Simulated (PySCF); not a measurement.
Gas-phase reaction: C2H5F + 2 C6H6 = C2HF + 4 C3H4 (cyclic)

Energies from PySCF, thermal terms from the rigid-rotor harmonic-oscillator model, ideal gas at 1 bar. † marks an energy on the PBE0/def2-TZVP geometry and frequencies; other levels use their own. MP2 freezes the core. 6-31G* has spherical d functions here. All species are closed-shell singlets. B3LYP is the form with VWN-RPA correlation. MP2 isn't extrapolated to the basis-set limit; its ΔH°(298 K) is 1366.0 kJ in def2-SVP and 1385.0 kJ in def2-TZVPP. The harmonic model lacks anharmonicity and excited electronic states, which grow with temperature; levels with a mode under 35 cm⁻¹ are left out. Internal rotation in C2H5F is treated as a harmonic vibration of one conformer, which makes the entropy rough.

ΔH° and ΔS° at 298 K: B3LYP/def2-TZVP† 1336 kJ, 399 J/K; HF/6-31G* 1392 kJ, 398 J/K; MP2/def2-TZVPP† 1385 kJ, 399 J/K; PBE0/def2-SVP† 1382 kJ, 399 J/K.

Task: With the heat capacities included, give log10 K (1 bar) at 600, 1400, 1800, 2000, 2500 K from B3LYP/def2-TZVP†, HF/6-31G*, MP2/def2-TZVPP†, PBE0/def2-SVP†.

Result: 
| T (K) | B3LYP/def2-TZVP† | HF/6-31G* | MP2/def2-TZVPP† | PBE0/def2-SVP† |
|---|---|---|---|---|
| 600 | -95.2 | -100.1 | -99.5 | -99.2 |
| 1400 | -28.5 | -30.6 | -30.3 | -30.2 |
| 1800 | -17.5 | -19.1 | -18.9 | -18.8 |
| 2000 | -13.6 | -15.1 | -14.9 | -14.8 |
| 2500 | -6.8 | -8.0 | -7.8 | -7.7 |
